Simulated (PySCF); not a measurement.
Reading a saddle point

A first-order saddle point of SiNH₇S, closed shell, PBE0-D4/def2-TZVP, with one imaginary mode of 1081i cm⁻¹:

Si1  (-0.552, -0.133, -0.008)
H2  (0.834, -1.004, -0.405)
H3  (-1.398, -1.133, -0.704)
H4  (-1.363, 1.110, 0.157)
N5  (-0.049, -0.279, 1.616)
H6  (0.863, -0.367, -1.267)
S7  (0.326, 0.825, -2.163)
H8  (0.588, -0.976, 1.963)
H9  (-0.430, 0.316, 2.334)
H10  (1.181, 1.641, -1.523)
(Å)

Program: PySCF 2.14 with density fitting (its default auxiliary sets; JK sets also for MP2 and CCSD(T)). Basis: def2-TZVPP and def2-QZVPP. Cores are frozen in the correlated methods. Extrapolation: Hartree–Fock as exp(−7.88 √X), correlation as X^−2.97.

**Question.** Which contacts change along the imaginary mode, and what lies on either side? (A judgement: the text doesn't fix the answer.)

**Answer.** By the calculation: The step is SiNH₅ ([NH2][SiH3]) + H₂S → SiNH₅S ([NH2][SiH2][SH]) + H₂, with the molecules in contact on both sides. Shortening one way: Si1–S7, H2–H6; lengthening the same way: Si1–H2, H6–S7.
| pair | one side (Å) | saddle (Å) | other side (Å) |
| --- | --- | --- | --- |
| Si1–S7 | 3.63 | 2.52 | 2.15 |
| H2–H6 | 3.12 | 1.07 | 0.75 |
| Si1–H2 | 1.49 | 1.68 | 3.87 |
| H6–S7 | 1.34 | 1.59 | 3.27 |

**Question.** Which side is lower, and how far does the saddle lie above each? (An estimate is asked for; the value comes from the calculation.)

**Answer.** By the calculation: The side with Si1–S7, H2–H6 short is lower by 11.73 kcal/mol; the saddle lies 54.79 kcal/mol above it and 43.06 kcal/mol above the other (CCSD(T) at an estimated basis limit (MP2 extrapolated from triple and quadruple zeta, plus CCSD(T) − MP2 in triple zeta); electronic energies).

No T1 diagnostic of these runs exceeds 0.013.

Labels in which every atom is bracketed show which atoms are joined, not bond orders.

For scale, one of the runs: CCSD(T)/def2-TZVPP, 213 basis functions, launched by `OMP_NUM_THREADS=4 python run.py`. The run took 6.5 min on 4 CPU threads of an Arm Neoverse V2 (shared host), with 2.7 GiB of host memory at its peak.
